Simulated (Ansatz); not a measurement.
Input file:

```yaml
crystal:
  periodic: [false, false, false]
  atoms:
    - {symbol: Al, position_ang: [0.000000, 0.050408, -0.061800]}
    - {symbol: H, position_ang: [0.000000, 0.219450, -1.612998]}
    - {symbol: H, position_ang: [0.000000, 0.419937, 3.329124]}
    - {symbol: H, position_ang: [0.000000, -1.988764, -0.061800]}
basis:
  gaussian: {orbitals: cc-pVDZ}
total_charge: 1
magnetization: {spin_polarized: false, initial_magnetization: 1}
correlation: {method: fic_mrcisd_q, electrons: outside_noble_gas, active_space: {window: {electrons: 3, orbitals: 3}}}
```

```sh
$ ansatz run in.yaml --threads 1 --pin off --events-out ev --progress --plain --max-ram 2393MiB
```

Log:

```
308 factors; integrals over basis functions are off by at most 1.6e-3 eV
mean field evaluation 1: about -6614.5159 eV, gradient 1.0e1 eV
mean field evaluation 2: about -6614.5159 eV, gradient 1.0e1 eV
mean field evaluation 4: about -6617.0383 eV, gradient 3.0e0 eV
mean field evaluation 8: about -6617.2175 eV, gradient 2.7e-1 eV
mean field evaluation 16: about -6617.2192 eV, gradient 9.0e-2 eV
mean field -6617.21878749 eV, -243.1783051284 hartree, gradient 1.7e-6 eV, S^2 0.750000; 1 other end points of the search recorded, 0 dependent functions left out
reference -6617.21878749 eV, -243.1783051284 hartree; 8, 7 occupied and 25, 26 virtual orbitals, 308 factors
state -6618.28795051 eV, -243.2175961446 hartree
contracted CI cycle   1: correlation 0.00000000 eV, 0.0000000000 hartree, residual 7.68e0 eV
contracted CI cycle   2: correlation -1.22966907 eV, -0.0451895049 hartree, residual 1.51e0 eV
contracted CI cycle   3: correlation -1.29101392 eV, -0.0474438864 hartree, residual 5.27e-1 eV
contracted CI cycle   4: correlation -1.30217953 eV, -0.0478542151 hartree, residual 2.92e-1 eV
contracted CI cycle   5: correlation -1.30488419 eV, -0.0479536095 hartree, residual 1.26e-1 eV
contracted CI cycle   6: correlation -1.30530114 eV, -0.0479689320 hartree, residual 5.03e-2 eV
contracted CI cycle   7: correlation -1.30535968 eV, -0.0479710833 hartree, residual 1.55e-2 eV
contracted CI cycle   8: correlation -1.30536587 eV, -0.0479713110 hartree, residual 5.91e-3 eV
contracted CI cycle   9: correlation -1.30536679 eV, -0.0479713446 hartree, residual 2.34e-3 eV
contracted CI cycle  10: correlation -1.30536696 eV, -0.0479713508 hartree, residual 9.26e-4 eV
state -6618.28795051 eV, -243.2175961446 hartree; corrected -6619.65274719 eV, -243.2677514974 hartree
Total energy: -6619.65274719 eV, -243.2677514974 hartree
```

Natural occupations: 1.8076 1.0013 0.1911.

For the same geometry and basis full CI lies 11.8 meV higher.

Ran on 1 thread of Arm Neoverse V1, shared host: 0.42 s wall, 0.16 GiB peak host memory.
